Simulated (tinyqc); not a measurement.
Worked calculation (part 3 of 4): UHF in the sto-3g basis, for NH3+, spin multiplicity 2. This run ends on a higher stationary point, not on the lowest solution. Computed by tinyqc, a small Python program that keeps every step (integrals from PySCF). Command: `OMP_NUM_THREADS=1 python tinyqc.py 21433 21434 out.jsonl` (the two numbers bound the seeds that draw the settings). One thread of a shared host (Intel(R) Xeon(R) Processor @ 2.60GHz), about 0.2 s of CPU time with the checks.

Geometry (angstrom):
```
atom          x          y         z
N      0.000000   0.000000  0.326000
H      0.977000   0.000000  0.000000
H     -0.489000   0.847000  0.000000
H     -0.489000  -0.847000  0.000000
```

## Iteration 2: DIIS over 2 matrices

error matrix X^T (FDS - SDF) X (alpha):
```
           1          2          3          4          5          6          7          8
1   0.000000   0.050451  -0.000315   0.000000  -0.009490  -0.101509  -0.106268  -0.106268
2  -0.050451   0.000000  -0.002765   0.000000  -0.027990   0.224088   0.229502   0.229502
3   0.000315   0.002765   0.000000   0.000000  -0.000268   0.360188  -0.182433  -0.182433
4   0.000000   0.000000   0.000000   0.000000   0.000000   0.000000   0.311258  -0.311258
5   0.009490   0.027990   0.000268   0.000000   0.000000  -0.100342  -0.101237  -0.101237
6   0.101509  -0.224088  -0.360188   0.000000   0.100342   0.000000  -0.001283  -0.001283
7   0.106268  -0.229502   0.182433  -0.311258   0.101237   0.001283   0.000000   0.000000
8   0.106268  -0.229502   0.182433   0.311258   0.101237   0.001283   0.000000   0.000000
```

B (overlaps of the stored error matrices):
```
                1               2
1   2.5202850e-01  -5.2469534e-01
2  -5.2469534e-01   2.0863618e+00
```

Minimise |sum c_i e_i|^2 with sum c_i = 1: solve [B -1; -1 0][c; lambda] = [0; -1] with B_ij = tr e_i^T e_j summed over both spins, and take F = sum c_i F_i.

DIIS coefficients: 0.770728  0.229272

extrapolated F(alpha) (hartree):
```
             1N 1s      1N 2s     1N 2px     1N 2py     1N 2pz      2H 1s      3H 1s      4H 1s
1N 1s   -18.819171  -4.470276   0.000202   0.000000   0.017810  -1.076616  -1.075870  -1.075870
1N 2s    -4.470276  -3.133704   0.000165   0.000000  -0.030000  -1.209543  -1.216661  -1.216661
1N 2px    0.000202   0.000165  -1.597395   0.000000   0.000180  -0.655148   0.327443   0.327443
1N 2py    0.000000   0.000000   0.000000  -2.115117   0.000000   0.000000  -0.675259   0.675259
1N 2pz    0.017810  -0.030000   0.000180   0.000000  -1.908687   0.228213   0.227814   0.227814
2H 1s    -1.076616  -1.209543  -0.655148   0.000000   0.228213  -1.088137  -0.418377  -0.418377
3H 1s    -1.075870  -1.216661   0.327443  -0.675259   0.227814  -0.418377  -1.114803  -0.398128
4H 1s    -1.075870  -1.216661   0.327443   0.675259   0.227814  -0.418377  -0.398128  -1.114803
```

extrapolated F(beta) (hartree):
```
             1N 1s      1N 2s     1N 2px     1N 2py     1N 2pz      2H 1s      3H 1s      4H 1s
1N 1s   -18.794163  -4.433342   0.001037   0.000000   0.018338  -1.066758  -1.063604  -1.063604
1N 2s    -4.433342  -2.973090   0.008293   0.000000  -0.024581  -1.159373  -1.150750  -1.150750
1N 2px    0.001037   0.008293  -1.554899   0.000000  -0.000698  -0.642836   0.324507   0.324507
1N 2py    0.000000   0.000000   0.000000  -1.339800   0.000000   0.000000  -0.505782   0.505782
1N 2pz    0.018338  -0.024581  -0.000698   0.000000  -1.865194   0.226544   0.225820   0.225820
2H 1s    -1.066758  -1.159373  -0.642836   0.000000   0.226544  -1.068312  -0.398150  -0.398150
3H 1s    -1.063604  -1.150750   0.324507  -0.505782   0.225820  -0.398150  -1.042028  -0.408315
4H 1s    -1.063604  -1.150750   0.324507   0.505782   0.225820  -0.398150  -0.408315  -1.042028
```

## Iteration 2: diagonalisation and new density

X:
```
            1N 1s      1N 2s     1N 2px     1N 2py     1N 2pz      2H 1s      3H 1s      4H 1s
1N 1s    1.025161  -0.154806  -0.000017   0.000000   0.009145   0.022864   0.022846   0.022846
1N 2s   -0.154806   1.389676   0.000329   0.000000  -0.102286  -0.313757  -0.313017  -0.313017
1N 2px  -0.000017   0.000329   1.148543   0.000000  -0.000108  -0.304688   0.152128   0.152128
1N 2py   0.000000   0.000000   0.000000   1.148297   0.000000   0.000000  -0.263444   0.263444
1N 2pz   0.009145  -0.102286  -0.000108   0.000000   1.028427   0.087503   0.087245   0.087245
2H 1s    0.022864  -0.313757  -0.304688   0.000000   0.087503   1.241247  -0.050785  -0.050785
3H 1s    0.022846  -0.313017   0.152128  -0.263444   0.087245  -0.050785   1.240500  -0.050704
4H 1s    0.022846  -0.313017   0.152128   0.263444   0.087245  -0.050785  -0.050704   1.240500
```

Diagonalise F' = X^T F X, C = X C', fill 5 alpha and 4 beta electrons from the bottom; D(s) = C_occ C_occ^T. Each column has its largest component positive (the first on a tie).

F' = X^T F X (alpha) (hartree):
```
            1          2          3          4          5          6          7          8
1  -18.562295  -2.022149   0.000088   0.000000   0.027797  -0.205713  -0.205541  -0.205541
2   -2.022149  -2.255827  -0.002598   0.000000  -0.074797  -0.331876  -0.343457  -0.343457
3    0.000088  -0.002598  -1.513297   0.000000   0.000227  -0.240108   0.119847   0.119847
4    0.000000   0.000000   0.000000  -2.071346   0.000000   0.000000  -0.211293   0.211293
5    0.027797  -0.074797   0.000227   0.000000  -1.899472   0.061590   0.061759   0.061759
6   -0.205713  -0.331876  -0.240108   0.000000   0.061590  -0.624370  -0.054475  -0.054475
7   -0.205541  -0.343457   0.119847  -0.211293   0.061759  -0.054475  -0.624940  -0.055288
8   -0.205541  -0.343457   0.119847   0.211293   0.061759  -0.054475  -0.055288  -0.624940
```

orbital energies (alpha) (hartree): MO1 -18.819332, MO2 -2.210441, MO3 -2.128621, MO4 -1.906618, MO5 -1.597401, MO6 -0.515750, MO7 -0.512377, MO8 -0.485947

coefficients C (alpha):
```
              MO1        MO2        MO3        MO4        MO5        MO6        MO7        MO8
1N 1s    0.999259  -0.254215   0.000000   0.031090  -0.000024  -0.111020   0.000000  -0.011620
1N 2s    0.003259   1.115943   0.000000  -0.147146   0.000180   0.991738   0.000000   0.097441
1N 2px   0.000053   0.003703   0.000000  -0.001186   1.001605   0.062686   0.000000  -0.671652
1N 2py   0.000000   0.000000   1.057633   0.000000   0.000000   0.000000  -0.582069   0.000000
1N 2pz  -0.001120   0.077628   0.000000   1.005960   0.000557  -0.269212   0.000000  -0.025069
2H 1s   -0.000282  -0.071109   0.000000   0.029873  -0.002646  -0.829292   0.000000   1.025489
3H 1s   -0.000123  -0.061675  -0.086862   0.028357   0.001265  -0.676644   0.946288  -0.614155
4H 1s   -0.000123  -0.061675   0.086862   0.028357   0.001265  -0.676644  -0.946288  -0.614155
```

F' = X^T F X (beta) (hartree):
```
            1          2          3          4          5          6          7          8
1  -18.543449  -2.005259  -0.000046   0.000000   0.027262  -0.206397  -0.205633  -0.205633
2   -2.005259  -2.095302   0.012454   0.000000  -0.070423  -0.328690  -0.317270  -0.317270
3   -0.000046   0.012454  -1.466911   0.000000  -0.001101  -0.240352   0.121362   0.121362
4    0.000000   0.000000   0.000000  -1.242585   0.000000   0.000000  -0.199251   0.199251
5    0.027262  -0.070423  -0.001101   0.000000  -1.855478   0.062373   0.062063   0.062063
6   -0.206397  -0.328690  -0.240352   0.000000   0.062373  -0.621932  -0.053176  -0.053176
7   -0.205633  -0.317270   0.121362  -0.199251   0.062063  -0.053176  -0.608421  -0.054105
8   -0.205633  -0.317270   0.121362   0.199251   0.062063  -0.053176  -0.054105  -0.608421
```

orbital energies (beta) (hartree): MO1 -18.794202, MO2 -2.053451, MO3 -1.862386, MO4 -1.554843, MO5 -1.343231, MO6 -0.504390, MO7 -0.476326, MO8 -0.453669

coefficients C (beta):
```
              MO1        MO2        MO3        MO4        MO5        MO6        MO7        MO8
1N 1s    0.999819  -0.249339   0.040050  -0.003944   0.000000  -0.114614  -0.002647   0.000000
1N 2s    0.000547   1.096034  -0.185544   0.015898   0.000000   1.011468   0.031514   0.000000
1N 2px  -0.000117  -0.022100   0.007699   0.993748   0.000000   0.032276  -0.684944   0.000000
1N 2py   0.000000   0.000000   0.000000   0.000000   0.956069   0.000000   0.000000  -0.737105
1N 2pz  -0.000954   0.119686   1.001127  -0.003534   0.000000  -0.272754  -0.010025   0.000000
2H 1s    0.000399  -0.045170   0.026324   0.011255   0.000000  -0.776778   1.067270   0.000000
3H 1s    0.000262  -0.058402   0.029321  -0.003455   0.059014  -0.708057  -0.577941   0.948432
4H 1s    0.000262  -0.058402   0.029321  -0.003455  -0.059014  -0.708057  -0.577941  -0.948432
```

D(alpha) after iteration 2:
```
            1N 1s      1N 2s     1N 2px     1N 2py     1N 2pz      2H 1s      3H 1s      4H 1s
1N 1s    1.064110  -0.285007  -0.000948   0.000000   0.010422   0.018724   0.016437   0.016437
1N 2s   -0.285007   1.266992   0.004487   0.000000  -0.061397  -0.083750  -0.072999  -0.072999
1N 2px  -0.000948   0.004487   1.003227   0.000000  -0.000348  -0.002949   0.001005   0.001005
1N 2py   0.000000   0.000000   0.000000   1.118588   0.000000   0.000000  -0.091868   0.091868
1N 2pz   0.010422  -0.061397  -0.000348   0.000000   1.017984   0.024530   0.023739   0.023739
2H 1s    0.018724  -0.083750  -0.002949   0.000000   0.024530   0.005956   0.005229   0.005229
3H 1s    0.016437  -0.072999   0.001005  -0.091868   0.023739   0.005229   0.012154  -0.002935
4H 1s    0.016437  -0.072999   0.001005   0.091868   0.023739   0.005229  -0.002935   0.012154
```

D(beta) after iteration 2:
```
            1N 1s      1N 2s     1N 2px    1N 2py     1N 2pz      2H 1s      3H 1s      4H 1s
1N 1s    1.063427  -0.280231   0.001783  0.000000   0.009313   0.012671   0.016012   0.016012
1N 2s   -0.280231   1.235970  -0.009852  0.000000  -0.054630  -0.054213  -0.069506  -0.069506
1N 2px   0.001783  -0.009852   0.988083  0.000000   0.001551   0.012385  -0.001917  -0.001917
1N 2py   0.000000   0.000000   0.000000  0.000000   0.000000   0.000000   0.000000   0.000000
1N 2pz   0.009313  -0.054630   0.001551  0.000000   1.016592   0.020907   0.022376   0.022376
2H 1s    0.012671  -0.054213   0.012385  0.000000   0.020907   0.002860   0.003371   0.003371
3H 1s    0.016012  -0.069506  -0.001917  0.000000   0.022376   0.003371   0.004283   0.004283
4H 1s    0.016012  -0.069506  -0.001917  0.000000   0.022376   0.003371   0.004283   0.004283
```

## Iteration 16 (converged): orbitals

converged F(alpha) (hartree):
```
             1N 1s      1N 2s     1N 2px     1N 2py     1N 2pz      2H 1s      3H 1s      4H 1s
1N 1s   -15.816301  -4.018687   0.002711   0.000000   0.021402  -0.971411  -0.969792  -0.969792
1N 2s    -4.018687  -2.429471   0.009906   0.000000   0.122856  -1.069251  -1.098767  -1.098767
1N 2px    0.002711   0.009906  -0.816979   0.000000   0.009153  -0.602171   0.329775   0.329775
1N 2py    0.000000   0.000000   0.000000  -0.870889   0.000000   0.000000  -0.571698   0.571698
1N 2pz    0.021402   0.122856   0.009153   0.000000  -0.809053   0.245426   0.257407   0.257407
2H 1s    -0.971411  -1.069251  -0.602171   0.000000   0.245426  -0.845570  -0.383498  -0.383498
3H 1s    -0.969792  -1.098767   0.329775  -0.571698   0.257407  -0.383498  -0.996231  -0.391833
4H 1s    -0.969792  -1.098767   0.329775   0.571698   0.257407  -0.383498  -0.391833  -0.996231
```

converged F(beta) (hartree):
```
             1N 1s      1N 2s     1N 2px     1N 2py     1N 2pz      2H 1s      3H 1s      4H 1s
1N 1s   -15.809348  -4.002847   0.001761   0.000000   0.020607  -0.967226  -0.962161  -0.962161
1N 2s    -4.002847  -2.324963   0.019920   0.000000   0.121927  -1.037669  -1.008154  -1.008154
1N 2px    0.001761   0.019920  -0.803307   0.000000  -0.001164  -0.602424   0.303990   0.303990
1N 2py    0.000000   0.000000   0.000000  -0.308545   0.000000   0.000000  -0.300907   0.300907
1N 2pz    0.020607   0.121927  -0.001164   0.000000  -0.792756   0.239893   0.237957   0.237957
2H 1s    -0.967226  -1.037669  -0.602424   0.000000   0.239893  -0.850529  -0.357785  -0.357785
3H 1s    -0.962161  -1.008154   0.303990  -0.300907   0.237957  -0.357785  -0.705108  -0.443006
4H 1s    -0.962161  -1.008154   0.303990   0.300907   0.237957  -0.357785  -0.443006  -0.705108
```

As before.

F' = X^T F X (alpha) (hartree):
```
            1          2          3          4          5          6          7          8
1  -15.520575  -2.070860   0.003234   0.000000   0.034389  -0.146025  -0.143304  -0.143304
2   -2.070860  -1.279735  -0.004138   0.000000  -0.052539  -0.476922  -0.470713  -0.470713
3    0.003234  -0.004138  -0.497428   0.000000   0.015815  -0.512744   0.267043   0.267043
4    0.000000   0.000000   0.000000  -0.540454   0.000000   0.000000  -0.457957   0.457957
5    0.034389  -0.052539   0.015815   0.000000  -0.749422   0.153573   0.161715   0.161715
6   -0.146025  -0.476922  -0.512744   0.000000   0.153573  -0.253536  -0.069641  -0.069641
7   -0.143304  -0.470713   0.267043  -0.457957   0.161715  -0.069641  -0.420934  -0.070269
8   -0.143304  -0.470713   0.267043   0.457957   0.161715  -0.069641  -0.070269  -0.420934
```

orbital energies (alpha) (hartree): MO1 -15.824288, MO2 -1.572878, MO3 -1.100123, MO4 -1.019058, MO5 -0.805772, MO6 0.137924, MO7 0.209004, MO8 0.292174

coefficients C (alpha):
```
              MO1        MO2        MO3        MO4        MO5        MO6        MO7        MO8
1N 1s    0.993349  -0.225671   0.000000  -0.021046  -0.076059  -0.175370   0.000000   0.043803
1N 2s    0.031780   0.778634   0.000000   0.101320   0.371869   1.186803   0.000000  -0.309349
1N 2px  -0.000209  -0.016288   0.000000   0.651109  -0.027352  -0.289312   0.000000  -0.974482
1N 2py   0.000000   0.000000   0.625234   0.000000   0.000000   0.000000   1.032703   0.000000
1N 2pz  -0.004160  -0.140189   0.000000  -0.018453   0.926828  -0.449963   0.000000   0.097985
2H 1s   -0.006428   0.097846   0.000000   0.405261  -0.078924  -0.448855   0.000000   1.167800
3H 1s   -0.006526   0.160790   0.397643  -0.241365  -0.102427  -0.808647  -0.863068  -0.301809
4H 1s   -0.006526   0.160790  -0.397643  -0.241365  -0.102428  -0.808647   0.863068  -0.301809
```

F' = X^T F X (beta) (hartree):
```
            1          2          3          4          5          6          7          8
1  -15.516113  -2.064600  -0.001353   0.000000   0.032334  -0.145883  -0.145830  -0.145830
2   -2.064600  -1.213661   0.036220   0.000000  -0.038655  -0.477181  -0.438176  -0.438176
3   -0.001353   0.036220  -0.491334   0.000000  -0.003110  -0.514490   0.256071   0.256071
4    0.000000   0.000000   0.000000  -0.079113   0.000000   0.000000  -0.305423   0.305423
5    0.032334  -0.038655  -0.003110   0.000000  -0.738283   0.152015   0.151247   0.151247
6   -0.145883  -0.477181  -0.514490   0.000000   0.152015  -0.273320  -0.070668  -0.070668
7   -0.145830  -0.438176   0.256071  -0.305423   0.151247  -0.070668  -0.184206  -0.113826
8   -0.145830  -0.438176   0.256071   0.305423   0.151247  -0.070668  -0.113826  -0.184206
```

orbital energies (beta) (hartree): MO1 -15.816651, MO2 -1.456128, MO3 -0.986854, MO4 -0.780577, MO5 -0.506701, MO6 0.198659, MO7 0.310807, MO8 0.357208

coefficients C (beta):
```
              MO1        MO2        MO3        MO4        MO5        MO6        MO7        MO8
1N 1s    0.993659  -0.229186   0.003770  -0.073909   0.000000  -0.174578   0.027031   0.000000
1N 2s    0.030506   0.810562  -0.022827   0.350451   0.000000   1.204430  -0.167633   0.000000
1N 2px  -0.000359  -0.025145   0.671962  -0.001585   0.000000  -0.107667  -0.997252   0.000000
1N 2py   0.000000   0.000000   0.000000   0.000000   0.553953   0.000000   0.000000   1.072627
1N 2pz  -0.004081  -0.163244  -0.002809   0.936346   0.000000  -0.430586   0.047611   0.000000
2H 1s   -0.006066   0.148327   0.423486  -0.062925   0.000000  -0.590868   1.091259   0.000000
3H 1s   -0.006589   0.106509  -0.195631  -0.081837   0.455108  -0.777664  -0.422523  -0.834196
4H 1s   -0.006589   0.106509  -0.195631  -0.081837  -0.455108  -0.777664  -0.422523   0.834196
```

D(alpha) after iteration 16:
```
            1N 1s      1N 2s     1N 2px     1N 2py     1N 2pz      2H 1s      3H 1s      4H 1s
1N 1s    1.043897  -0.174562  -0.008155   0.000000  -0.042601  -0.030993  -0.029898  -0.029898
1N 2s   -0.174562   0.755833   0.043110   0.000000   0.233501   0.087694   0.062444   0.062444
1N 2px  -0.008155   0.043110   0.424957   0.000000  -0.035081   0.264436  -0.156971  -0.156971
1N 2py   0.000000   0.000000   0.000000   0.390917   0.000000   0.000000   0.248620  -0.248620
1N 2pz  -0.042601   0.233501  -0.035081   0.000000   0.879020  -0.094317  -0.112993  -0.112993
2H 1s   -0.030993   0.087694   0.264436   0.000000  -0.094317   0.180081  -0.073957  -0.073957
3H 1s   -0.029898   0.062444  -0.156971   0.248620  -0.112993  -0.073957   0.252765  -0.063475
4H 1s   -0.029898   0.062444  -0.156971  -0.248620  -0.112993  -0.073957  -0.063475   0.252765
```

D(beta) after iteration 16:
```
            1N 1s      1N 2s     1N 2px    1N 2py     1N 2pz      2H 1s      3H 1s      4H 1s
1N 1s    1.045362  -0.181444   0.008057  0.000000  -0.035857  -0.033774  -0.025647  -0.025647
1N 2s   -0.181444   0.781278  -0.036287  0.000000   0.195764   0.088324   0.061917   0.061917
1N 2px   0.008057  -0.036287   0.452168  0.000000   0.000735   0.280939  -0.134003  -0.134003
1N 2py   0.000000   0.000000   0.000000  0.000000   0.000000   0.000000   0.000000   0.000000
1N 2pz  -0.035857   0.195764   0.000735  0.000000   0.903417  -0.084298  -0.093438  -0.093439
2H 1s   -0.033774   0.088324   0.280939  0.000000  -0.084298   0.205337  -0.061859  -0.061859
3H 1s   -0.025647   0.061917  -0.134003  0.000000  -0.093438  -0.061859   0.056357   0.056357
4H 1s   -0.025647   0.061917  -0.134003  0.000000  -0.093439  -0.061859   0.056357   0.056357
```

## Convergence

Stop when the energy changes by less than 1e-09 hartree and every element of the error matrix X^T (F D S - S D F) X (for each spin) is below 9e-06.

Course of the cycle:
```
iteration   E (hartree)     change  largest element of the error matrix
1          -15.25818281          -                             1.17e-01
2          -53.69162841  -3.84e+01                             3.68e-01
3          -54.02529276  -3.34e-01                             3.40e-01
4          -54.13682670  -1.12e-01                             3.24e-01
5          -54.16995093  -3.31e-02                             3.18e-01
6          -54.49001911  -3.20e-01                             2.53e-01
7          -54.72564961  -2.36e-01                             1.86e-01
8          -54.87266391  -1.47e-01                             9.13e-02
9          -54.91021005  -3.75e-02                             3.37e-02
10         -54.91654626  -6.34e-03                             2.18e-03
11         -54.91657281  -2.66e-05                             7.68e-04
12         -54.91657553  -2.72e-06                             1.84e-04
13         -54.91657569  -1.59e-07                             2.66e-05
14         -54.91657570  -9.02e-09                             1.06e-05
15         -54.91657570  -1.08e-09                             2.94e-06
16         -54.91657570  -8.28e-11                             5.08e-07
```

PySCF UHF in the same basis, after a stability check = -55.18754359 hartree

Converged in 16 iterations. But the solution lies 0.27097 hartree above the reference: it is another stationary point, not the lowest one. Reruns (cap 100 unless said): damping 0.5: converged in 41 to a higher stationary point; level shift 0.5: converged in 27 to a higher stationary point; atomic densities as start, DIIS 8: converged in 10.
